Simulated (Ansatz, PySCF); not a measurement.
Gas-phase reaction (SMILES): N (NH3) + H+ -> [NH4+]; protonation at N, whose ΔH is minus the proton affinity.

Geometries: B3LYP-D3(BJ)/def2-TZVP minima from Ansatz (a program for electronic structure). Cores are frozen in the correlated levels unless marked. Spin-orbit coupling is left out. Non-relativistic. Basis-set limits of correlation are two-point, X^-3; Hartree-Fock from the larger set. Thermal terms are rigid-rotor harmonic-oscillator values from B3LYP-D3(BJ) frequencies (PySCF) at 298.15 K and 1 atm. 1 Eh = 627.5095 kcal/mol. The proton has no electrons: its energy is zero and its thermal terms are those of translation.

| species | E, CCSD(T)/CBS(cc-pVTZ,cc-pVQZ) (Ansatz) (Eh) | E, PBE0-D4/def2-TZVPD (Ansatz + dftd4) (Eh) | H - E (Eh) | G - E (Eh) |
|---|---|---|---|---|
| N (NH3) | -56.50369 | -56.51535 | 0.03799 | 0.01614 |
| H+ | 0.00000 | 0.00000 | 0.00236 | -0.01000 |
| [NH4+] | -56.84193 | -56.85431 | 0.05311 | 0.03201 |

### Question
Work out ΔE and ΔH, ΔG, ΔS and the equilibrium constant at 298.15 K at the first level, then ΔH at the second.

### Answer

1. ΔE = [(-56.84193)] - [(-56.50369) + (0.00000)] = -0.33824 Eh = -212.2 kcal/mol at CCSD(T)/CBS(cc-pVTZ,cc-pVQZ).
2. The terms H - E add up to 0.01276 Eh, so ΔH = (-0.33824 + (0.01276))×627.5095 = -204.2 kcal/mol.
3. The terms G - E add up to 0.02587 Eh, so ΔG = -196.0 kcal/mol, and ΔS = (0.01276 - (0.02587))×627509.5/298.15 = -27.6 cal/(mol K).
4. log10 K = -ΔG/(RT ln 10) = 143.7, with RT ln 10 = 1.3642 kcal/mol.
5. At PBE0-D4/def2-TZVPD the same steps give ΔE = -212.7 and ΔH = -204.7 kcal/mol, a shift of -0.5 from the first level.
6. Tabulated enthalpies of formation (N (NH3) -10.9 kcal/mol, ATcT 1.112; H+ 365.7 kcal/mol, ATcT 1.112; [NH4+] 151.0 kcal/mol, ATcT 1.112) give ΔH = -203.8, so the errors are -0.4 and -0.9 kcal/mol; the tables hold anharmonic motion, scalar relativity, which both levels lack, and core correlation, which the frozen-core level lacks.
